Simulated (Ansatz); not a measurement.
Consider the substitution at a C–C bond: `CCCCl` + `CC#CO` → `CC#COC` + `CCCl`.

Calculated with Ansatz (gas phase, PBE0-D4/def2-TZVP geometries, no zero-point term in ΔE). CBS: MP2 limit from def2 TZ/QZ plus the TZ coupled-cluster correction, frozen cores. DFT in def2-TZVPP. B3LYP here is the variant with VWN-RPA as its local correlation; programs differ in this. One conformer a species, not always the lowest.

**Question.** Is it downhill or uphill in electronic energy at CCSD(T)/CBS, and by how much? (Estimate.)

**Answer.** Ansatz gave: Uphill: ΔE = +43.0 kJ/mol.

**Question.** What do these levels give: r2SCAN-D4, B3LYP, HF/def2-TZVPP, MP2/def2-TZVPP, MP2/CBS(def2), CCSD/CBS(def2)? (Best estimate.)

**Answer.** The calculation gave: r2SCAN-D4 38.7, B3LYP 31.7, HF/def2-TZVPP 28.9, MP2/def2-TZVPP 44.3, MP2/CBS(def2) 46.3, CCSD/CBS(def2) 42.7 kJ/mol.

Largest T1 diagnostic among the species: 0.012.

The D4 term adds +3.0 kJ/mol with B3LYP and +1.6 kJ/mol with PBE0; it sums over pairs of atoms, weighted by their polarisabilities, and B3LYP, whose exchange is more repulsive, gets the larger term. In def2-TZVPP, CCSD(T) changes the Hartree–Fock value by +12.0 kJ/mol (the triples alone add +0.2 kJ/mol) and MP2 by +15.4 kJ/mol.
